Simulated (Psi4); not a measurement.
# TPSS/def2-TZVPD (density fitting with def2-universal-jkfit, sweep point 3) run of C2H5B (SMILES BC=C)

What is the vertical ionisation energy of C2H5B at TPSS/def2-TZVPD (density fitting with def2-universal-jkfit, sweep point 3)? 

The results are computed with Psi4 1.11.

11 further runs of the same task are left out: 9 that didn't finish, 2 set aside as unsound or not needed.

## (1) The system as given

C2H5B has 8 atoms, charge 0, and is taken as a singlet. SMILES: `BC=C`. Geometry: relaxed at PBE0-D4/def2-TZVP.

Bond lengths: B1–C2 1.534 Å, C2–C3 1.339 Å, B1–H4 1.199 Å, B1–H5 1.197 Å, C2–H6 1.089 Å, C3–H7 1.086 Å, C3–H8 1.087 Å. Angles: B1–C2–C3 120.5°, B1–C2–H6 121.7°, C3–C2–H6 117.7°, C2–B1–H4 118.7°, C2–B1–H5 122.0°, C2–C3–H7 120.6°, C2–C3–H8 123.0°, H4–B1–H5 119.3°, H7–C3–H8 116.4°.

## (2) The energy at TPSS/def2-TZVPD (density fitting with def2-universal-jkfit, sweep point 3)

File job.py:

```python
import psi4

psi4.set_memory('1600 MB')
psi4.set_num_threads(1)
psi4.set_output_file('output.dat', False)

m = psi4.geometry("""
0 1
B     -1.17011842     1.65596700    -1.31128096
C      0.60849181     0.51684010     0.67557709
C      0.86832915    -1.99233825     0.87966751
H     -2.31756012     0.25681378    -2.67358452
H     -1.44148309     3.88962328    -1.53710323
H      1.69584022     1.69980865     1.96021291
H     -0.17517761    -3.25505325    -0.35791413
H      2.10572182    -2.87956467     2.25916758
units au
symmetry c1
""")

options = {'basis': 'def2-TZVPD', 'reference': 'rks', 'puream': True, 'scf_type': 'df', 'dft_radial_points': 99, 'dft_spherical_points': 590, 'df_basis_scf': 'def2-universal-jkfit'}
psi4.set_options(options)

result, w = psi4.energy('tpss', molecule=m, return_wfn=True)
print(f'total energy {result:.8f} hartree = {result * 27.211386:.5f} eV')
```

On the command line:

```console
python job.py
```

output.dat:

```text
[...]
  Running in c1 symmetry.
[...]
  Nuclear repulsion =   58.087442239665663
[...]
  Multiplicity = 1
[...]
  Nalpha       = 11
  Nbeta        = 11
[...]
    Number of basis functions: 156
[...]
   @DF-RKS iter   1:  -103.70480575696436   -3.79279e-01   5.30242e-03 ADIIS/DIIS
[...]
   @DF-RKS iter   9:  -104.08457241409126   -3.66553e-08   2.17104e-07 DIIS
[...]
    Orbital Energies [Eh]
    ---------------------
    Doubly Occupied:
       1A    -10.013176     2A     -9.978568     3A     -6.585028
       4A     -0.720502     5A     -0.548277     6A     -0.462299
       7A     -0.414645     8A     -0.366485     9A     -0.295662
      10A     -0.293226    11A     -0.273536
[...]
  @DF-RKS Final Energy:  -104.08457241409126
   => Energetics <=
    Nuclear Repulsion Energy =             58.0874422396656627
    One-Electron Energy =                -252.9133715356866503
    Two-Electron Energy =                 107.5218677374695915
    DFT Exchange-Correlation Energy =     -16.7805108555398483
    Empirical Dispersion Energy =           0.0000000000000000
    VV10 Nonlocal Energy =                  0.0000000000000000
    Total Energy =                       -104.0845724140912552
[...]
 Multipole Moments:
 ------------------------------------------------------------------------------------
     Multipole            Electronic (a.u.)      Nuclear  (a.u.)        Total (a.u.)
 ------------------------------------------------------------------------------------
 L = 1.  Multiply by 2.5417464519 to convert [e a0] to [Debye]
 Dipole X            :         -0.0208257            0.2925249            0.2716992
 Dipole Y            :          0.6276009           -0.9903121           -0.3627112
 Dipole Z            :         -0.0006605            0.2973398            0.2966793
 Magnitude           :                                                    0.5416627
[...]
```

Standard output:

```text
total energy -104.08457241 hartree = -2832.28548 eV
```

It took 43 s on 1 thread of Intel Xeon 6975P-C (Granite Rapids), shared host; peak memory 1.2 GiB.

## (3) The doublet cation at the same level

File calc.py:

```python
import psi4

psi4.set_memory('1600 MB')
psi4.set_num_threads(1)
psi4.set_output_file('psi4.out', False)

mol = psi4.geometry("""
1 2
B     -1.17011842     1.65596700    -1.31128096
C      0.60849181     0.51684010     0.67557709
C      0.86832915    -1.99233825     0.87966751
H     -2.31756012     0.25681378    -2.67358452
H     -1.44148309     3.88962328    -1.53710323
H      1.69584022     1.69980865     1.96021291
H     -0.17517761    -3.25505325    -0.35791413
H      2.10572182    -2.87956467     2.25916758
units au
symmetry c1
""")

psi4.set_options({
    'basis': 'def2-TZVPD',
    'reference': 'uks',
    'puream': True,
    'scf_type': 'df',
    'dft_radial_points': 99,
    'dft_spherical_points': 590,
    'df_basis_scf': 'def2-universal-jkfit',
    'maxiter': 100,
})

e = psi4.energy('TPSS')
print(f'total energy {e:.8f} hartree = {e * 27.211386:.5f} eV')
for k, v in sorted(psi4.core.scalar_variables().items()):
    print(f'{k:45s} {v:18.10f}')
```

On the command line:

```console
python calc.py
```

psi4.out:

```text
[...]
  Running in c1 symmetry.
[...]
  Nuclear repulsion =   58.087442239665663
[...]
  Multiplicity = 2
[...]
  Nalpha       = 11
  Nbeta        = 10
[...]
    Number of basis functions: 156
[...]
   @DF-UKS iter   1:  -103.34786143330996   -2.23343e-02   4.92631e-03 ADIIS/DIIS
[...]
   @DF-UKS iter  38:  -103.68672233974185   -1.73828e-07   6.32792e-07 DIIS
[...]
   @S^2 Observed:                7.558285731E-01
[...]
    Orbital Energies [Eh]
    ---------------------
    Alpha Occupied:
       1A    -10.313817     2A    -10.287522     3A     -6.843285
       4A     -1.025213     5A     -0.821774     6A     -0.730305
       7A     -0.683542     8A     -0.627783     9A     -0.581671
      10A     -0.558071    11A     -0.537395
    Alpha Virtual:
      12A     -0.375174    13A     -0.248296    14A     -0.168986
      15A     -0.148013    16A     -0.127301    17A     -0.109841
      18A     -0.101817    19A     -0.088511    20A     -0.070325
      21A     -0.066003    22A     -0.065388    23A     -0.048878
      24A     -0.029978    25A     -0.027502    26A     -0.024335
[...]
  @DF-UKS Final Energy:  -103.68672233974185
   => Energetics <=
    Nuclear Repulsion Energy =             58.0874422396656627
    One-Electron Energy =                -246.8554222294514773
    Two-Electron Energy =                 101.5918989581677039
    DFT Exchange-Correlation Energy =     -16.5106413081237271
    Empirical Dispersion Energy =           0.0000000000000000
    VV10 Nonlocal Energy =                  0.0000000000000000
    Total Energy =                       -103.6867223397418485
[...]
 Multipole Moments:
 ------------------------------------------------------------------------------------
     Multipole            Electronic (a.u.)      Nuclear  (a.u.)        Total (a.u.)
 ------------------------------------------------------------------------------------
 L = 1.  Multiply by 2.5417464519 to convert [e a0] to [Debye]
 Dipole X            :         -0.0365378            0.2925249            0.2559870
 Dipole Y            :          0.6059572           -0.9903121           -0.3843549
 Dipole Z            :          0.0047634            0.2973398            0.3021032
 Magnitude           :                                                    0.5518372
[...]
```

On the terminal:

```text
total energy -103.68672234 hartree = -2821.45942 eV
CURRENT ENERGY                                   -103.6867223397
CURRENT REFERENCE ENERGY                         -103.6867223397
DD SOLVATION ENERGY                                 0.0000000000
DFT FUNCTIONAL TOTAL ENERGY                      -103.6867223397
DFT TOTAL ENERGY                                 -103.6867223397
DFT VV10 ENERGY                                     0.0000000000
DFT XC ENERGY                                     -16.5106413081
GRID ELECTRONS ALPHA                               11.0000001297
GRID ELECTRONS BETA                                10.0000001099
GRID ELECTRONS TOTAL                               21.0000002396
NUCLEAR REPULSION ENERGY                           58.0874422397
ONE-ELECTRON ENERGY                              -246.8554222295
PCM POLARIZATION ENERGY                             0.0000000000
PE ENERGY                                           0.0000000000
SCF ITERATION ENERGY                             -103.6867223397
SCF ITERATIONS                                     38.0000000000
SCF TOTAL ENERGY                                 -103.6867223397
TWO-ELECTRON ENERGY                               101.5918989582
XC GRID RADIAL POINTS                              99.0000000000
XC GRID SPHERICAL POINTS                          590.0000000000
XC GRID TOTAL POINTS                           447843.0000000000
```

Wall time 4.4 min (1 thread of Intel Xeon 6975P-C (Granite Rapids), shared host); peak memory 1.2 GiB.

## (4) Results

At TPSS/def2-TZVPD (density fitting with def2-universal-jkfit, sweep point 3):

```
                                          quantity          value
                       singlet C2H5B: total energy  -104.08457 Eh
                      singlet C2H5B: dipole moment         1.38 D
                        singlet C2H5B: HOMO energy       -7.44 eV
                        singlet C2H5B: LUMO energy       -2.88 eV
                      singlet C2H5B: HOMO–LUMO gap        4.57 eV
                      doublet cation: total energy  -103.68672 Eh
doublet cation: HOMO energy (highest over α and β)      -14.26 eV
 doublet cation: LUMO energy (lowest over α and β)      -14.11 eV
                              doublet cation: ⟨S²⟩          0.756
vertical ionisation energy (to the doublet cation)      10.826 eV
```

In words: The vertical ionisation energy comes to 10.83 eV (1045 kJ/mol). The negative HOMO energy of the first species, 7.44 eV, lies 3.38 eV below that difference.
